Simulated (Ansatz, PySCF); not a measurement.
CF₄. Atoms are numbered in the order given.

```xyz
5

F      0.7638    -0.7638     0.7638
C      0.0000     0.0000     0.0000
F     -0.7638    -0.7638    -0.7638
F     -0.7638     0.7638     0.7638
F      0.7638     0.7638    -0.7638
```
Charge 0, spin multiplicity 1.

Geometry optimised at B3LYP-D3(BJ)/def2-SVP.

Vertical ionisation energy (IE) and electron affinity (EA) in eV. Rows of orbital energies are one-electron estimates. Where ΔSCF, EOM or ADC give a negative EA the extra electron is unbound and the value depends on the basis.

```tsv
level	IE	EA
−ε(HOMO), −ε(LUMO), r2SCAN/def2-TZVPD (PySCF)	10.96	-0.57
−ε(HOMO), −ε(LUMO), PBE/def2-TZVPD (PySCF)	10.41	0.16
ΔSCF, PBE0/def2-SVPD (Ansatz), final states of multiplicity 2 and 2	15.70	-1.84
ΔSCF, PBE/def2-SVPD (Ansatz), final states of multiplicity 2 and 2	14.67	-1.70
```

What vertical singlet–triplet gap does ΔSCF give with PBE0/def2-SVPD (Ansatz, a program for electronic structure) and with PBE/def2-SVPD (Ansatz)? (Estimate from the structure and the level; the computed values follow.)

12.36 and 11.12 eV (triplet above singlet where positive).
